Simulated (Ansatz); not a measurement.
`[CH3][AlH][SiH3]` + H₂S → `[SiH3][AlH][SH]` + CH₄  (ligand exchange at the Al–C bond)

Computed with Ansatz on PBE0-D4/def2-TZVP structures; ΔE is electronic, products minus reactants. CCSD(T)/CBS is the MP2 limit (def2-TZVPP, def2-QZVPP) plus CCSD(T) − MP2 in def2-TZVPP, frozen cores. This one scheme is used for every species. DFT in def2-TZVPP. HSE06 is defined as in plane-wave codes. One conformer a species, not always the lowest.

```json
{"level": "PBE0-D4", "ΔE (kcal/mol)": "-31.7", "difference from CCSD(T)/CBS": "-0.2"}
{"level": "r2SCANh-D4", "ΔE (kcal/mol)": "-32.3", "difference from CCSD(T)/CBS": "-0.8"}
{"level": "HSE06-D4", "ΔE (kcal/mol)": "-31.7", "difference from CCSD(T)/CBS": "-0.2"}
{"level": "BLYP", "ΔE (kcal/mol)": "-30.9", "difference from CCSD(T)/CBS": "0.6"}
{"level": "r2SCAN", "ΔE (kcal/mol)": "-32.3", "difference from CCSD(T)/CBS": "-0.8"}
{"level": "HSE06", "ΔE (kcal/mol)": "-31.6", "difference from CCSD(T)/CBS": "-0.1"}
{"level": "RPA@PBE/def2-TZVPP", "ΔE (kcal/mol)": "-30.1", "difference from CCSD(T)/CBS": "1.4"}
{"level": "HF/def2-SVP", "ΔE (kcal/mol)": "-32.6", "difference from CCSD(T)/CBS": "-1.1"}
{"level": "CCSD/def2-TZVPP", "ΔE (kcal/mol)": "-30.9", "difference from CCSD(T)/CBS": "0.6"}
{"level": "CCSD(T)/def2-TZVPP", "ΔE (kcal/mol)": "-31.1", "difference from CCSD(T)/CBS": "0.4"}
{"level": "CCSD(T)/CBS", "ΔE (kcal/mol)": "-31.5", "difference from CCSD(T)/CBS": "0"}
```

Largest T1 diagnostic among the species: 0.013.

Leaving LDA and LC-ωPBE aside and taking each functional with its dispersion term where it has one, the values, not all of them listed here, spread over 1.5 kcal/mol, from r2SCAN0-D4 to ωB97M-V. From BLYP to BHLYP (50 % exact exchange), in def2-TZVPP and without D4, ΔE moves by −0.8 kcal/mol.
